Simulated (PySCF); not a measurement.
**U-r2SCAN/SBKJC (core potential) run of NH2 (SMILES [NH2])**

What is the energy change on altering one bond length of NH2 at U-r2SCAN/SBKJC (core potential)? The job is set up through a Python script.

The results are computed with PySCF 2.14.0.

11 further runs of the same task are left out: 1 that didn't finish, 10 set aside as unsound or not needed.

### 1 The molecule

NH2: 3 atoms, total charge 0, spin state doublet. As SMILES, `[NH2]`. Geometry: relaxed at GFN2-xTB.

Bond lengths: N1–H2 1.014 Å, N1–H3 1.014 Å. Angles: H2–N1–H3 110.0°.

### 2 A single-point energy at U-r2SCAN/SBKJC (core potential)

input.py

```python
# [NH2]
from pyscf import gto, dft

mol = gto.M(
    atom='''
N        0.307180      -0.182210       0.151440
H        0.155580       0.820260       0.174790
H       -0.462760      -0.638040      -0.326220
''',
    spin=1,
    verbose=3,
    basis='sbkjc',
    ecp={'N': 'sbkjc'},
    max_memory=1860,
)

mf = dft.UKS(mol)
mf.xc = 'r2scan'
mf.conv_tol = 1e-10
mf.grids.level = 5
mf.kernel()
if not mf.converged:
    mf = mf.newton().run(mf.mo_coeff, mf.mo_occ)

etot = mf.e_tot
print('E(%s) = %.9f' % ('R2SCAN', etot))
```

Launch:

```console
$ OMP_NUM_THREADS=1 python input.py
```

Output:

```text
converged SCF energy = -10.9922451642957  <S^2> = 0.75280629  2S+1 = 2.0028043
E(R2SCAN) = -10.992245164
```

Run time: 2.1 s. Hardware: 1 thread of Arm Neoverse V2, shared host; peak memory 0.17 GiB.

### 3 The distorted shape

input.py

```python
from pyscf import gto, dft

mol = gto.M(
    atom='N 0.489100 -1.385173 0.123420; H 0.155580 0.820260 0.174790; H -0.280840 -1.841003 -0.354240',
    verbose=3,
    basis='sbkjc',
    max_memory=1860,
    charge=0,
    spin=1,
    ecp={'N': 'sbkjc'},
)

mf = dft.UKS(mol, xc='r2scan')
mf.grids.level = 5
mf.conv_tol = 1e-10
mf.kernel()
if not mf.converged:
    mf = mf.newton().run(mf.mo_coeff, mf.mo_occ)

e_final = mf.e_tot
print('Final energy', e_final)
```

Launch:

```console
$ OMP_NUM_THREADS=1 python input.py
```

Output:

```text
WARN: HOMO -0.0139114587623924 >= LUMO -0.0139114587623925

converged SCF energy = -10.8623157723261  <S^2> = 1.5469108  2S+1 = 2.680978
Final energy -10.862315772326111
```

Run time: 3.9 s. Hardware: 1 thread of Arm Neoverse V2, shared host; peak memory 0.17 GiB.

### 4 Outcome

At U-r2SCAN/SBKJC (core potential):

| quantity | value |
| --- | --- |
| first shape: total energy | -10.99225 Eh |
| first shape: dipole moment | 2.41 D |
| first shape: HOMO energy (highest over α and β) | -6.47 eV |
| first shape: LUMO energy (lowest over α and β) | -3.02 eV |
| first shape: ⟨S²⟩ | 0.753 |
| distorted shape: total energy | -10.86232 Eh |
| distorted shape: dipole moment | 1.73 D |
| distorted shape: HOMO energy (highest over α and β) | -7.28 eV |
| distorted shape: LUMO energy (lowest over α and β) | -2.87 eV |
| distorted shape: ⟨S²⟩ | 1.547 |
| energy change with the N1–H2 bond stretched from 1.014 to 2.231 Å | 3.536 eV |

In words: With the N1–H2 bond stretched from 1.014 to 2.231 Å the energy rises by 3.54 eV (82 kcal/mol). The first shape isn't relaxed at this level, so the change isn't measured from a minimum. ⟨S²⟩ (distorted shape) is 1.55 where a pure doublet has 0.75: the reference is spin-contaminated.
